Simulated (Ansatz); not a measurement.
# CH5FSi: composite energy at a relaxed geometry, by script

A script is to give a composite energy at a relaxed geometry; the system is CH5FSi.

Computed with the Python package of Ansatz 0.2.0. The levels of theory stand in the script.

### 1 Starting point

Bond lengths: C1–Si2 1.780 Å, Si2–F3 1.582 Å, C1–H4 1.102 Å, C1–H5 1.130 Å, C1–H6 1.129 Å, Si2–H7 1.492 Å, Si2–H8 1.451 Å. Angles: C1–Si2–F3 107.1°, C1–Si2–H7 111.7°, C1–Si2–H8 111.7°, F3–Si2–H7 108.5°, F3–Si2–H8 107.5°, H7–Si2–H8 110.2°, Si2–C1–H4 113.4°, Si2–C1–H5 113.3°, Si2–C1–H6 115.0°, H4–C1–H5 107.0°, H4–C1–H6 103.5°, H5–C1–H6 103.6°.

The script holds or builds the structure itself.

### 2 The script

Contents of composite_ch5fsi.py:

```python
from dataclasses import dataclass
import itertools

import ansatz as az
from ase.data import atomic_numbers, covalent_radii
import numpy as np


@dataclass(frozen=True)
class RunConfig:
    basis_set: str = "def2-SVP"
    functional: str = "pbe0"


settings = RunConfig()

GEOMETRY = """
C    -0.48650    0.64420   -0.41140
Si    0.43590   -0.64690    0.39520
F     1.89370   -0.62880   -0.21880
H    -0.51070    0.54580   -1.50910
H    -1.55910    0.71220   -0.06200
H    -0.08700    1.68780   -0.24910
H     0.53790   -0.41510    1.86570
H    -0.13190   -1.95640    0.13360
"""

mol = az.Crystal.molecule()
for line in GEOMETRY.strip().splitlines():
    symbol, *xyz = line.split()
    mol = mol.atom(symbol, [float(v) for v in xyz])

calculation = mol.calculation()
calculation = calculation.basis(gaussian=settings.basis_set).functional(settings.functional)
symbols = [site.symbol for site in mol.cartesian_sites]
start = np.array([site.position_ang for site in mol.cartesian_sites], dtype=float)
r = calculation.relax(force_tolerance=0.01).run(threads=1).report
end = np.array(r["positions_ang"])
radius = [covalent_radii[atomic_numbers[s]] for s in symbols]
span = lambda where, i, j: np.linalg.norm(where[i] - where[j])
bonded = [(i, j) for i, j in itertools.combinations(range(len(symbols)), 2) if min(span(start, i, j), span(end, i, j)) < 1.2 * (radius[i] + radius[j])]
print("pair        before    after (A)")
for i, j in bonded:
    print(f"{symbols[i]}{i}-{symbols[j]}{j}".ljust(10), f"{span(start, i, j):8.4f} {span(end, i, j):8.4f}")

minimum = az.Crystal.molecule()
for symbol, place in zip(symbols, end):
    minimum = minimum.atom(symbol, place.tolist())
at_minimum = minimum.calculation()
level = lambda method, basis: at_minimum.basis(gaussian=basis).correlation(method).run(threads=1).report
small, large, cluster = level("mp2", "cc-pVDZ"), level("mp2", "cc-pVTZ"), level("ccsd_t", "cc-pVDZ")
corr = lambda each: (each["free_energy_ev"] - each["reference_energy_ev"]) / 27.211386246
mp2_limit = (27 * corr(large) - 8 * corr(small)) / 19
pieces = {"HF / cc-pVTZ": large["reference_energy_ev"] / 27.211386246, "MP2 correlation, DZ-TZ limit": mp2_limit, "CCSD(T) - MP2 / cc-pVDZ": corr(cluster) - corr(small)}
for name, value in pieces.items():
    print(f"{name:32s} {value:14.6f} Ha")
print(f"{'sum':32s} {sum(pieces.values()):14.6f} Ha")
print("T1 diagnostic", round(cluster["correlation"]["coupled_cluster"]["t1_diagnostic"], 4))
```

### 3 What the engine is handed

The engine receives this input (first run):

```yaml
crystal:
  periodic: [false, false, false]
  atoms:
    - { symbol: C, position_ang: [-0.4865, 0.6442, -0.4114] }
    - { symbol: Si, position_ang: [0.4359, -0.6469, 0.3952] }
    - { symbol: F, position_ang: [1.8937, -0.6288, -0.2188] }
    - { symbol: H, position_ang: [-0.5107, 0.5458, -1.5091] }
    - { symbol: H, position_ang: [-1.5591, 0.7122, -0.062] }
    - { symbol: H, position_ang: [-0.087, 1.6878, -0.2491] }
    - { symbol: H, position_ang: [0.5379, -0.4151, 1.8657] }
    - { symbol: H, position_ang: [-0.1319, -1.9564, 0.1336] }
basis:
  gaussian:
    orbitals: def2-SVP
hamiltonian:
  xc: pbe0
relax:
  f_tol: 0.01
```

### 4 Launch

Started as:

```console
> python composite_ch5fsi.py
```

What it wrote:

```text
pair        before    after (A)
C0-Si1       1.7800   1.8614
C0-H3        1.1024   1.1007
C0-H4        1.1301   1.1019
C0-H5        1.1292   1.1007
Si1-F2       1.5819   1.6299
Si1-H6       1.4921   1.4914
Si1-H7       1.4511   1.4914
HF / cc-pVTZ                        -429.289847 Ha
MP2 correlation, DZ-TZ limit          -0.612091 Ha
CCSD(T) - MP2 / cc-pVDZ               -0.046319 Ha
sum                                 -429.948256 Ha
T1 diagnostic 0.0103
```

Wall time 20 s (1 thread of Arm Neoverse V1, shared host); peak memory 0.33 GiB.

### 5 Path of the relaxation of run 0

The steps of the relaxation:

```
step  energy from step 1 (eV)  largest force component (eV/Å)
   1                   0.0000                          2.6584
   2                  -0.1454                          1.1238
   3                  -0.1516                          0.7394
   4                  -0.1838                          0.1522
   5                  -0.1857                          0.0110
   6                  -0.1857                          0.0040
```

Step 1 is the start.

Before: Bond lengths: C1–Si2 1.780 Å, Si2–F3 1.582 Å, C1–H4 1.102 Å, C1–H5 1.130 Å, C1–H6 1.129 Å, Si2–H7 1.492 Å, Si2–H8 1.451 Å. Angles: C1–Si2–F3 107.1°, C1–Si2–H7 111.7°, C1–Si2–H8 111.7°, F3–Si2–H7 108.5°, F3–Si2–H8 107.5°, H7–Si2–H8 110.2°, Si2–C1–H4 113.4°, Si2–C1–H5 113.3°, Si2–C1–H6 115.0°, H4–C1–H5 107.0°, H4–C1–H6 103.5°, H5–C1–H6 103.6°.

After: Bond lengths: C1–Si2 1.861 Å, Si2–F3 1.630 Å, C1–H4 1.101 Å, C1–H5 1.102 Å, C1–H6 1.101 Å, Si2–H7 1.491 Å, Si2–H8 1.491 Å. Angles: C1–Si2–F3 109.2°, C1–Si2–H7 111.4°, C1–Si2–H8 111.3°, F3–Si2–H7 107.4°, F3–Si2–H8 107.4°, H7–Si2–H8 109.9°, Si2–C1–H4 111.0°, Si2–C1–H5 110.3°, Si2–C1–H6 111.0°, H4–C1–H5 108.1°, H4–C1–H6 108.3°, H5–C1–H6 108.1°.

Run 0 is this relaxation; the runs after it count from 1.

### 6 The runs side by side

One row for each of the 3 runs:

```csv
run,basis,method,energy (eV),iterations in all,CPU time (s)
1,cc-pVDZ,mp2,-11691.4270,14,0.59
2,cc-pVTZ,mp2,-11696.8125,14,2.5
3,cc-pVDZ,ccsd_t,-11692.6874,20,2.2
```

### 7 What came out

| quantity | value |
| --- | --- |
| T1 diagnostic | 0.0103 |
| composite energy | -429.948256 Ha |
| runs compared | 3 |

**Reading.** All 3 runs converged (14 to 20 cycles). A T1 diagnostic under about 0.02 supports a single-reference treatment, as here. Run 0: The relaxation took 5 moves; the largest shift is 0.086 Å, of atom 3 (F). Reading the output:
- The sum leaves out core correlation, relativity, the Hartree-Fock basis error and zero-point energy; a DZ-TZ extrapolation is rough.
- Inner cores stay frozen, so this is valence correlation.
- For Al to Cl the sets with a tight d function, cc-pV(X+d)Z, are usual.
